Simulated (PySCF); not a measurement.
Delta-SCF ions had no search for a lower state. Excitations are Tamm–Dancoff values on a coarser integration grid. The basis has no diffuse functions, so Rydberg states are missing or too high.

## C2H6S, SMILES `CCS` (C–C–S–H torsion 62°) (charge 0, multiplicity 1)

These are ωB97X-D3(BJ)/def2-TZVP // PBE0-D3(BJ)/def2-TZVP in PySCF values and carry that method's errors.

| Quantity | Result |
|---|---|
| HOMO | -9.23 eV |
| dipole moment | 1.68 D |
| HOMO–LUMO gap | 11.73 eV |
| LUMO | 2.50 eV |
| S1 excitation (TDA) | 5.68 eV |
| S1 oscillator strength | 0.001 |
| brightest of the four lowest singlets (TDA) | 8.71 eV |
| T1 excitation (TDA) | 5.21 eV |
| S1–T1 gap (TDA) | 0.47 eV |
| vertical ionisation energy (Delta-SCF) | 9.34 eV |
| total energy | -478.1204 Ha |
| cost | around 70 core-seconds (rough) |

```xyz
9

C     -0.9296    -0.2475     0.0138
C      0.3184     0.6089    -0.0211
S      1.7888    -0.2514    -0.6400
H     -1.1484    -0.6581    -0.9733
H     -1.7906     0.3411     0.3444
H     -0.8111    -1.0846     0.7058
H      0.1941     1.4483    -0.7095
H      0.5401     1.0327     0.9599
H      1.8384    -1.1894     0.3199
```
Charge 0, spin multiplicity 1.
